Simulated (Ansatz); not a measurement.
Input file for C3H7NO (`C1COCN1`):

```yaml
crystal:
  periodic: [false, false, false]
  atoms:
    - {symbol: C, position_ang: [-0.745652, 0.681172, 0.169602]}
    - {symbol: C, position_ang: [-0.302184, -0.381394, 1.157908]}
    - {symbol: O, position_ang: [0.599988, -1.199212, 0.426262]}
    - {symbol: C, position_ang: [0.906441, -0.560896, -0.790669]}
    - {symbol: N, position_ang: [0.467705, 0.809702, -0.619484]}
    - {symbol: H, position_ang: [-1.010045, 1.624285, 0.651241]}
    - {symbol: H, position_ang: [-1.611265, 0.325117, -0.411793]}
    - {symbol: H, position_ang: [-1.128562, -0.994524, 1.525825]}
    - {symbol: H, position_ang: [0.219788, 0.065384, 2.011313]}
    - {symbol: H, position_ang: [1.985415, -0.610403, -0.967845]}
    - {symbol: H, position_ang: [0.383709, -1.085229, -1.612319]}
    - {symbol: H, position_ang: [0.311660, 1.270898, -1.506043]}
basis:
  gaussian: {orbitals: def2-SVP}
correlation: {method: ccsd_t}
```

```sh
$ ansatz run in.yaml --threads 4 --pin off --events-out ev --progress --plain --max-ram 10444MiB
```

Log, shortened:

```
Functional definition: HF
  name "HF"
  cite "Fock, Z. Phys. 61, 126 (1930) doi:10.1007/BF01340294"
  parent pbe
  exchange = exact_x
  correlation = 0
1071 factors; integrals over basis functions are off by at most 1.3e-3 eV
mean field evaluation 1: about -6712.4722 eV, gradient 3.2e1 eV
mean field evaluation 2: about -6712.4802 eV, gradient 3.2e1 eV
mean field evaluation 4: about -6715.0603 eV, gradient 4.2e0 eV
mean field evaluation 8: about -6715.1041 eV, gradient 2.0e-4 eV
mean field -6715.10405558 eV, -246.7755223816 hartree, gradient 2.7e-6 eV, S^2 0.000000; 0 other end points of the search recorded, 0 dependent functions left out
5 core orbitals not correlated: weight in the atoms' cores, before any rotation towards them, 1.000 or more for the frozen orbitals, at most 0.000 for the correlated occupied ones
reference -6715.10405558 eV, -246.7755223816 hartree; 15, 15 occupied and 85, 85 virtual orbitals, 1071 factors
second order -20.70964458 eV of doubles, -0.00000000 eV of singles
cycle   1  -21.40453178 eV  change   -6.9e-1 eV  update   9.0e-2
cycle   2  -21.92330937 eV  change   -5.2e-1 eV  update   2.5e-2
cycle   3  -22.02733987 eV  change   -1.0e-1 eV  update   1.2e-2
cycle   4  -22.02509283 eV  change    2.2e-3 eV  update   2.5e-3
cycle   5  -22.02587608 eV  change   -7.8e-4 eV  update   1.1e-3
cycle   6  -22.02630996 eV  change   -4.3e-4 eV  update   3.4e-4
cycle   7  -22.02608540 eV  change    2.2e-4 eV  update   1.3e-4
cycle   8  -22.02602443 eV  change    6.1e-5 eV  update   4.3e-5
cycle   9  -22.02602678 eV  change   -2.4e-6 eV  update   1.4e-5
perturbative correction -0.63726547 eV, -0.0234190742 hartree
Total energy: -6737.76734783 eV, -247.6083830101 hartree
```

Run time 2.9 s (4 threads of an INTEL XEON PLATINUM 8581C on a shared host); peak host memory 0.55 GiB.

Correlation energy per correlated electron: -0.755 eV. T1 diagnostic: 0.0093.
